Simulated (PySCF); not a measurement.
CH₆Si.

```xyz
8

Si     0.0000     0.0000    -0.6316
C      0.0000     0.0000     1.2390
H      1.2055     0.6960    -1.1575
H     -1.2055     0.6960    -1.1575
H      0.0000    -1.3920    -1.1575
H      0.8842    -0.5105     1.6267
H     -0.8842    -0.5105     1.6267
H      0.0000     1.0210     1.6267
```
Charge 0, spin multiplicity 1.

Geometry: PBE0-D3(BJ)/def2-TZVP. The isomer is the one that the SMILES or the coordinates give; other isomers of the formula were not compared.

All values below come from PySCF with HF/pcSseg-2. Non-relativistic, no solvent.

**Question.** Give the absolute GIAO shielding of each atom: isotropic value and principal components (ppm). (An estimate is asked for; the answer gives what the named calculation found.)

**Answer.** 
```csv
atom,σ(iso),σ11,σ22,σ33,span
Si1,444.5,424.0,424.0,485.4,61.4
C2,201.2,195.1,204.2,204.2,9.1
H3,28.1,25.2,26.1,33.0,7.7
H4,28.1,25.2,26.1,33.0,7.7
H5,28.1,25.2,26.1,33.0,7.7
H6,31.7,27.5,28.6,39.1,11.6
H7,31.7,27.5,28.6,39.1,11.6
H8,31.7,27.5,28.6,39.1,11.6
```
